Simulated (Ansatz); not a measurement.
Ansatz (an electronic-structure program) input (HF/3-21G): The .json file is the Basis Set Exchange's 3-21G.

Ansatz 0.2 input:
```yaml
crystal:
  periodic: [false, false, false]
  atoms:
    - {symbol: C, position_ang: [-0.02004082, 0.54226931, 0.01030315]}
    - {symbol: O, position_ang: [0.02974102, -0.80473971, -0.01529011]}
    - {symbol: H, position_ang: [-1.04643900, 1.02405731, 0.02821053]}
    - {symbol: H, position_ang: [0.47195199, 1.06382058, 0.88885932]}
    - {symbol: H, position_ang: [0.45680377, 1.09642397, -0.85656791]}
basis:
  gaussian:
    orbitals: 3-21G.json
hamiltonian:
  xc: {name: HF}
total_charge: -1
phonons: {temperatures: {t_min: 298.15, t_max: 298.15, t_step: 100}}
```

Output:

```
Functional definition: HF
integrals: 0.00 GiB planned
295 factors; integrals over basis functions are off by at most 5.2e-4 eV
mean field: 0.04 GiB planned
mean field evaluation 1: about -3093.4344 eV, gradient 2.1e1 eV
mean field evaluation 2: about -3093.4345 eV, gradient 2.1e1 eV
mean field evaluation 4: about -3094.5982 eV, gradient 2.1e0 eV
mean field evaluation 8: about -3094.6092 eV, gradient 1.1e-2 eV
mean field -3094.60924009 eV, -113.7247919719 hartree, gradient 1.7e-5 eV, S^2 0.000000; 0 other end points of the search recorded, 0 dependent functions left out
the calculation of the forces begins
reference -3094.60924009 eV, -113.7247919719 hartree; 9, 9 occupied and 15, 15 virtual orbitals, 295 factors
these checks for a lower state are left out or cut short: stability, starts, cluster_reference, orbital_swaps, neighbouring_geometries, increment
integrals: 0.00 GiB planned
295 factors; integrals over basis functions are off by at most 5.2e-4 eV
mean field: 0.04 GiB planned
mean field evaluation 16: about -3094.6091 eV, gradient 2.0e-5 eV
mean field -3094.60908980 eV, -113.7247864487 hartree, gradient 8.0e-7 eV, S^2 0.000000; 0 other end points of the search recorded, 0 dependent functions left out
the calculation of the forces begins
reference -3094.60908980 eV, -113.7247864487 hartree; 9, 9 occupied and 15, 15 virtual orbitals, 295 factors
these checks for a lower state are left out or cut short: stability, starts, cluster_reference, orbital_swaps, neighbouring_geometries, increment
integrals: 0.00 GiB planned
295 factors; integrals over basis functions are off by at most 5.2e-4 eV
mean field: 0.04 GiB planned
mean field -3094.60908916 eV, -113.7247864251 hartree, gradient 8.1e-7 eV, S^2 0.000000; 0 other end points of the search recorded, 0 dependent functions left out
the calculation of the forces begins
reference -3094.60908916 eV, -113.7247864251 hartree; 9, 9 occupied and 15, 15 virtual orbitals, 295 factors
these checks for a lower state are left out or cut short: stability, starts, cluster_reference, orbital_swaps, neighbouring_geometries, increment
integrals: 0.00 GiB planned
295 factors; integrals over basis functions are off by at most 5.2e-4 eV
mean field: 0.04 GiB planned
mean field evaluation 32: about -3094.6091 eV, gradient 2.0e-5 eV
mean field -3094.60910145 eV, -113.7247868770 hartree, gradient 8.0e-7 eV, S^2 0.000000; 0 other end points of the search recorded, 0 dependent functions left out
the calculation of the forces begins
reference -3094.60910145 eV, -113.7247868770 hartree; 9, 9 occupied and 15, 15 virtual orbitals, 295 factors
these checks for a lower state are left out or cut short: stability, starts, cluster_reference, orbital_swaps, neighbouring_geometries, increment
integrals: 0.00 GiB planned
295 factors; integrals over basis functions are off by at most 5.2e-4 eV
mean field: 0.04 GiB planned
mean field -3094.60910186 eV, -113.7247868921 hartree, gradient 8.0e-7 eV, S^2 0.000000; 0 other end points of the search recorded, 0 dependent functions left out
the calculation of the forces begins
reference -3094.60910186 eV, -113.7247868921 hartree; 9, 9 occupied and 15, 15 virtual orbitals, 295 factors
these checks for a lower state are left out or cut short: stability, starts, cluster_reference, orbital_swaps, neighbouring_geometries, increment
integrals: 0.00 GiB planned
295 factors; integrals over basis functions are off by at most 5.2e-4 eV
mean field: 0.04 GiB planned
mean field -3094.60912231 eV, -113.7247876435 hartree, gradient 8.0e-7 eV, S^2 0.000000; 0 other end points of the search recorded, 0 dependent functions left out
the calculation of the forces begins
reference -3094.60912231 eV, -113.7247876435 hartree; 9, 9 occupied and 15, 15 virtual orbitals, 295 factors
these checks for a lower state are left out or cut short: stability, starts, cluster_reference, orbital_swaps, neighbouring_geometries, increment
integrals: 0.00 GiB planned
295 factors; integrals over basis functions are off by at most 5.2e-4 eV
mean field: 0.04 GiB planned
mean field -3094.60912343 eV, -113.7247876846 hartree, gradient 8.1e-7 eV, S^2 0.000000; 0 other end points of the search recorded, 0 dependent functions left out
the calculation of the forces begins
reference -3094.60912343 eV, -113.7247876846 hartree; 9, 9 occupied and 15, 15 virtual orbitals, 295 factors
these checks for a lower state are left out or cut short: stability, starts, cluster_reference, orbital_swaps, neighbouring_geometries, increment
integrals: 0.00 GiB planned
295 factors; integrals over basis functions are off by at most 5.2e-4 eV
mean field: 0.04 GiB planned
mean field evaluation 64: about -3094.6092 eV, gradient 8.1e-7 eV
mean field -3094.60922215 eV, -113.7247913125 hartree, gradient 8.1e-7 eV, S^2 0.000000; 0 other end points of the search recorded, 0 dependent functions left out
the calculation of the forces begins
reference -3094.60922215 eV, -113.7247913125 hartree; 9, 9 occupied and 15, 15 virtual orbitals, 295 factors
these checks for a lower state are left out or cut short: stability, starts, cluster_reference, orbital_swaps, neighbouring_geometries, increment
integrals: 0.00 GiB planned
295 factors; integrals over basis functions are off by at most 5.2e-4 eV
mean field: 0.04 GiB planned
mean field -3094.60922216 eV, -113.7247913129 hartree, gradient 8.1e-7 eV, S^2 0.000000; 0 other end points of the search recorded, 0 dependent functions left out
the calculation of the forces begins
reference -3094.60922216 eV, -113.7247913129 hartree; 9, 9 occupied and 15, 15 virtual orbitals, 295 factors
these checks for a lower state are left out or cut short: stability, starts, cluster_reference, orbital_swaps, neighbouring_geometries, increment
integrals: 0.00 GiB planned
295 factors; integrals over basis functions are off by at most 5.2e-4 eV
mean field: 0.04 GiB planned
mean field -3094.60921102 eV, -113.7247909033 hartree, gradient 8.1e-7 eV, S^2 0.000000; 0 other end points of the search recorded, 0 dependent functions left out
the calculation of the forces begins
reference -3094.60921102 eV, -113.7247909033 hartree; 9, 9 occupied and 15, 15 virtual orbitals, 295 factors
these checks for a lower state are left out or cut short: stability, starts, cluster_reference, orbital_swaps, neighbouring_geometries, increment
integrals: 0.00 GiB planned
295 factors; integrals over basis functions are off by at most 5.2e-4 eV
mean field: 0.04 GiB planned
mean field -3094.60921089 eV, -113.7247908989 hartree, gradient 8.1e-7 eV, S^2 0.000000; 0 other end points of the search recorded, 0 dependent functions left out
the calculation of the forces begins
reference -3094.60921089 eV, -113.7247908989 hartree; 9, 9 occupied and 15, 15 virtual orbitals, 295 factors
these checks for a lower state are left out or cut short: stability, starts, cluster_reference, orbital_swaps, neighbouring_geometries, increment
integrals: 0.00 GiB planned
295 factors; integrals over basis functions are off by at most 5.2e-4 eV
mean field: 0.04 GiB planned
mean field -3094.60919773 eV, -113.7247904152 hartree, gradient 8.0e-7 eV, S^2 0.000000; 0 other end points of the search recorded, 0 dependent functions left out
the calculation of the forces begins
reference -3094.60919773 eV, -113.7247904152 hartree; 9, 9 occupied and 15, 15 virtual orbitals, 295 factors
these checks for a lower state are left out or cut short: stability, starts, cluster_reference, orbital_swaps, neighbouring_geometries, increment
integrals: 0.00 GiB planned
295 factors; integrals over basis functions are off by at most 5.2e-4 eV
mean field: 0.04 GiB planned
mean field evaluation 96: about -3094.6097 eV, gradient 1.8e-5 eV
mean field -3094.60919804 eV, -113.7247904267 hartree, gradient 8.1e-7 eV, S^2 0.000000; 0 other end points of the search recorded, 0 dependent functions left out
the calculation of the forces begins
reference -3094.60919804 eV, -113.7247904267 hartree; 9, 9 occupied and 15, 15 virtual orbitals, 295 factors
these checks for a lower state are left out or cut short: stability, starts, cluster_reference, orbital_swaps, neighbouring_geometries, increment
integrals: 0.00 GiB planned
295 factors; integrals over basis functions are off by at most 5.2e-4 eV
mean field: 0.04 GiB planned
mean field -3094.60921072 eV, -113.7247908925 hartree, gradient 8.1e-7 eV, S^2 0.000000; 0 other end points of the search recorded, 0 dependent functions left out
the calculation of the forces begins
reference -3094.60921072 eV, -113.7247908925 hartree; 9, 9 occupied and 15, 15 virtual orbitals, 295 factors
these checks for a lower state are left out or cut short: stability, starts, cluster_reference, orbital_swaps, neighbouring_geometries, increment
integrals: 0.00 GiB planned
295 factors; integrals over basis functions are off by at most 5.2e-4 eV
mean field: 0.04 GiB planned
mean field -3094.60921060 eV, -113.7247908882 hartree, gradient 8.0e-7 eV, S^2 0.000000; 0 other end points of the search recorded, 0 dependent functions left out
the calculation of the forces begins
reference -3094.60921060 eV, -113.7247908882 hartree; 9, 9 occupied and 15, 15 virtual orbitals, 295 factors
these checks for a lower state are left out or cut short: stability, starts, cluster_reference, orbital_swaps, neighbouring_geometries, increment
integrals: 0.00 GiB planned
295 factors; integrals over basis functions are off by at most 5.2e-4 eV
mean field: 0.04 GiB planned
mean field -3094.60920966 eV, -113.7247908535 hartree, gradient 8.1e-7 eV, S^2 0.000000; 0 other end points of the search recorded, 0 dependent functions left out
the calculation of the forces begins
reference -3094.60920966 eV, -113.7247908535 hartree; 9, 9 occupied and 15, 15 virtual orbitals, 295 factors
these checks for a lower state are left out or cut short: stability, starts, cluster_reference, orbital_swaps, neighbouring_geometries, increment
integrals: 0.00 GiB planned
295 factors; integrals over basis functions are off by at most 5.2e-4 eV
mean field: 0.04 GiB planned
mean field evaluation 128: about -3094.6092 eV, gradient 8.0e-7 eV
mean field -3094.60920952 eV, -113.7247908482 hartree, gradient 8.0e-7 eV, S^2 0.000000; 0 other end points of the search recorded, 0 dependent functions left out
the calculation of the forces begins
reference -3094.60920952 eV, -113.7247908482 hartree; 9, 9 occupied and 15, 15 virtual orbitals, 295 factors
these checks for a lower state are left out or cut short: stability, starts, cluster_reference, orbital_swaps, neighbouring_geometries, increment
integrals: 0.00 GiB planned
295 factors; integrals over basis functions are off by at most 5.2e-4 eV
mean field: 0.04 GiB planned
mean field -3094.60918675 eV, -113.7247900115 hartree, gradient 8.1e-7 eV, S^2 0.000000; 0 other end points of the search recorded, 0 dependent functions left out
the calculation of the forces begins
reference -3094.60918675 eV, -113.7247900115 hartree; 9, 9 occupied and 15, 15 virtual orbitals, 295 factors
these checks for a lower state are left out or cut short: stability, starts, cluster_reference, orbital_swaps, neighbouring_geometries, increment
integrals: 0.00 GiB planned
295 factors; integrals over basis functions are off by at most 5.2e-4 eV
mean field: 0.04 GiB planned
mean field -3094.60918622 eV, -113.7247899922 hartree, gradient 8.0e-7 eV, S^2 0.000000; 0 other end points of the search recorded, 0 dependent functions left out
the calculation of the forces begins
reference -3094.60918622 eV, -113.7247899922 hartree; 9, 9 occupied and 15, 15 virtual orbitals, 295 factors
Total energy: -3094.60924009 eV, -113.7247919719 hartree
Atom 0 at    -0.020041     0.542269     0.010303 Å, force     0.000004    -0.000103    -0.000002 eV/Å
Atom 1 at     0.029741    -0.804740    -0.015290 Å, force    -0.000002     0.000047     0.000001 eV/Å
Atom 2 at    -1.046439     1.024057     0.028211 Å, force    -0.000039     0.000017     0.000001 eV/Å
Atom 3 at     0.471952     1.063821     0.888859 Å, force     0.000019     0.000019     0.000033 eV/Å
Atom 4 at     0.456804     1.096424    -0.856568 Å, force     0.000018     0.000020    -0.000033 eV/Å
Dipole moment:    -0.016072     0.434879     0.008263 e Å
Vibrations: 1124.40 1302.83 1302.84 1661.95 1661.95 1728.27 2529.21 2529.21 2715.03 cm⁻¹, zero-point energy 1.026322 eV
```

The blocks after the first are displaced geometries, from whose forces the wavenumbers follow.

The dipole moment of an ion depends on the origin.
